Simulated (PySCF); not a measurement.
## Computed properties of Si(H)3(Me) (CH₆Si), SMILES C[SiH3]

Si(H)3(Me) (CH6Si), SMILES [SiH3]C. Geometry optimised at B3LYP-D3(BJ)/def2-TZVP. The isomer is the one that the SMILES or the coordinates give; other isomers of the formula were not compared. One conformer was computed; it need not be the lowest. All values are computed for the isolated molecule unless a solvent is named; none is compared with measurement here.

**Structure.** The optimised structure has C3v symmetry. All 18 harmonic modes at B3LYP-D3(BJ)/def2-TZVP (PySCF) are real, so it is a minimum.

**Vibrations.** The strongest infrared lines (harmonic, unscaled, degenerate partners summed) lie at 2220 cm⁻¹ (340 km/mol, H 96 %), 950 cm⁻¹ (222 km/mol, H 90 %, Si 10 %), 889 cm⁻¹ (119 km/mol, H 75 %, C 18 %). The softest mode is at 199 cm⁻¹ and the zero-point energy is 38.2 kcal/mol.

**Electronic structure.** B3LYP/def2-TZVPD (PySCF) places the frontier levels at -8.99 and -0.06 eV, a gap of 8.93 eV, and gives a dipole moment of 0.77 D and a mean polarisability of 43.5 bohr³. PBE/def2-TZVPD (PySCF) at the same geometry gives -7.90 and -0.47 eV, so its gap is 1.50 eV narrower. An orbital gap is neither the optical nor the fundamental gap.

**Excitations.** TDDFT-B3LYP/def2-SVPD (PySCF) has S1 at 8.26 eV (150 nm, f = 0.063, bright); the most intense of the 10 singlets computed lies at 9.04 eV (f = 0.27). Strengths of degenerate partners are summed. T1 (TDA) is at 7.82 eV. No vertical singlet excitation falls in the visible range (under 3.1 eV).

**NMR.** GIAO shifts at B3LYP/pcSseg-2 (PySCF) (non-relativistic, atoms alike by connectivity averaged): ¹³C at -10.2 ppm against TMS; ¹H from 0.2 to 4.0 ppm against TMS; ²⁹Si at -73.8 ppm against TMS.

**Solvation.** SMD-B3LYP/6-31G* (PySCF) gives 2.2 kcal/mol in water, -0.6 kcal/mol in ethylethanoate, -0.5 kcal/mol in acetonitrile (1 M in both phases, gas-phase geometry); of these solvents ethylethanoate holds the molecule best.
